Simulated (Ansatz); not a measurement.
Anatase TiO2 (metastable phase), treated with rVV10 (Ansatz, a quantum-chemistry and plane-wave program, PAW).

Numerical settings: plane-wave cutoff 520 eV, 12×12×12 k mesh, Fermi–Dirac smearing 0.01 eV, no spin polarisation, scalar-relativistic PAW data made under PBE.

Computed points:

| V (Å³/atom) | E − E_lowest (meV/atom) | P (GPa) |
|---|---|---|
| 11.272 | 10.54 | 7.33 |
| 11.507 | 2.59 | 3.56 |
| 11.741 | 0.00 | 0.00 |
| 11.976 | 2.43 | -3.29 |
| 12.211 | 9.54 | -6.36 |

Q: Estimate the bulk modulus from the pressures at 11.507 and 11.976 Å³/atom, and compare it with a fit to all energies.

A: B = −V dP/dV. Between V = 11.507 and 11.976 Å³/atom, dP/dV = (-3.29 − (3.56))/(11.976 − 11.507) = -14.6 GPa per Å³/atom; at the midpoint 11.742 Å³/atom this gives B ≈ 171 GPa. The third-order Birch–Murnaghan fit gives V0 = 11.742 Å³/atom, B0 = 171 GPa, B′ = 2.4, which lies within 1 % of that estimate.

Shape and atoms are relaxed at each volume.

Note: the bulk modulus comes from volumes at which shape and atoms were relaxed.

The computed numbers hold no vibrational or temperature effects.

The result took roughly 8 core-minutes.
